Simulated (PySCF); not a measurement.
Gas-phase reaction: BF₃ + 4 O + 2 BH = BF(OH)₂ + 2 BOF

Energies from PySCF (xtb for GFN2), thermal terms from the rigid-rotor harmonic-oscillator model, ideal gas at 1 bar. † marks an energy on the PBE0/def2-TZVP geometry and frequencies; other levels use their own. MP2 and CCSD(T) freeze the core. Open shells (unrestricted): O (multiplicity 3); the rest are closed-shell singlets. GFN2 has no spin-polarisation term. Spin-orbit splitting is ignored; it lowers the true energy and changes the entropy of O. B3LYP is the form with VWN-RPA correlation. BF(OH)₂: computed as isolated molecules; such fragments, hydroxides, amides, oligomers or adducts are transient or little studied in the gas. MP2 isn't extrapolated to the basis-set limit. CCSD(T) isn't extrapolated to the basis-set limit.

CCSD(T)/def2-TZVPP† gives ΔH°(298 K) = -2845 kJ.

Q: What do GFN2-xTB, B3LYP/def2-TZVP†, MP2/def2-TZVPP† give?

A: GFN2-xTB: -4485 kJ; B3LYP/def2-TZVP†: -2939 kJ; MP2/def2-TZVPP†: -3075 kJ. For scale, ΔH°(298 K) is -2845 kJ at this level, -2959 kJ at ωB97M-V/def2-TZVP†, and runs from -4485 to -1955 kJ over the 20 levels computed.
